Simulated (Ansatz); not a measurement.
# AlHClO (SMILES [O][AlH][Cl]): the vertical energy of the quartet above the doublet, rung by rung

The species is AlHClO (4 atoms), meant as a doublet with charge 0. As SMILES, `[O][AlH][Cl]`. The shape is that of a PBE0-D4/def2-TZVP optimisation.

Quantity: the vertical energy of the quartet above the doublet, in eV. The values are calculated.

| level | kind | program | value (eV) | less FCI/STO-3G |
| --- | --- | --- | --- | --- |
| USVWN5/STO-3G | LDA | Ansatz | 6.87 | -0.16 |
| U-revPBE/STO-3G | GGA | Ansatz | 6.85 | -0.18 |
| UBLYP/STO-3G | GGA | Ansatz | 6.90 | -0.13 |
| U-r2SCAN/STO-3G | meta-GGA | Ansatz | 7.06 | +0.03 |
| UHSE06/STO-3G | range-separated hybrid | Ansatz | 7.14 | +0.11 |
| UMP2/STO-3G | perturbation theory | Ansatz | 6.98 | -0.05 |
| UBCCD(T)/STO-3G | coupled cluster or CI | Ansatz | 7.02 | -0.01 |
| UCCSD(T)/STO-3G | coupled cluster or CI | Ansatz | 7.02 | -0.01 |
| FCI/STO-3G | exact in the basis | Ansatz | 7.03 | 0.00 |

FCI/STO-3G is exact within its basis and frozen core, so for wave-function methods in that basis the difference is their error; functionals converge differently with the basis, so for them it is only a difference. The values span 6.85 to 7.14 eV. All rows use very small basis sets, so even the best lies far from the true value.
